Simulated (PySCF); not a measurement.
# FH4O: the cost of one run

Computed with PySCF 2.14.0; each step states its level. No surroundings beyond the atoms listed, unless a continuum is named. Atoms count from 0, parts from 1.

### 1 The system as given

6 atoms, charge 1, multiplicity 1; geometry: GFN2-xTB. Parts: 1 = atoms 0–3, `[OH3+]`, charge 1; 2 = atoms 4–5, `F`, charge 0.

### 2 Relaxing the molecule at PBE0-D3(BJ)/def2-TZVPD

What the job is given:

```
{"job": {"xc": "PBE0", "basis": "def2-TZVPD", "d3": "d3bj", "grid": 3, "kind": "geom", "shake": 0.01}, "charge": 1, "multiplicity": 1, "parts": [{"atoms": "0-3", "charge": 1, "multiplicity": 1}, {"atoms": "4-5", "charge": 0, "multiplicity": 1}]}
O     -0.049666     0.018165     0.291947
H     -0.606619     0.720028    -0.173994
H      0.050064    -0.766881    -0.312536
H      0.818768     0.407728     0.590283
F      0.347194    -1.954810    -1.321168
H      0.427722    -2.740473    -1.804286
```

Command:

```bash
OMP_NUM_THREADS=1 python cluster_run.py task.json out
```

This one command runs all jobs of the session in turn.

**Question.** How long does this first job take on 1 thread of Arm Neoverse N1, shared host, and how much memory does it need?

About 36 s, with a peak of 0.52 GiB.
